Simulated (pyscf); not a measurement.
PySCF, gas phase, ωB97X-D3(BJ)/def2-SVP geometries.

Task: •O–B(F)–F + hydrogen (H₂) → HO–B(F)–F + H atom (H•)
Surface: doublet. Broken: H–H. Formed: H–O. Give ΔE‡ and ΔE from ωB97M-D3(BJ)/def2-TZVP, relative to the separated reactants.

Result: ΔE‡ = 19.1 kJ/mol, ΔE = -69.5 kJ/mol. Zero-point energy shifts the barrier by +1.3 kJ/mol. It is a hydrogen abstraction, with an imaginary mode of 876i cm⁻¹. One saddle was located; it need not be the lowest between these sides. The angle at the transferred H is 161°.
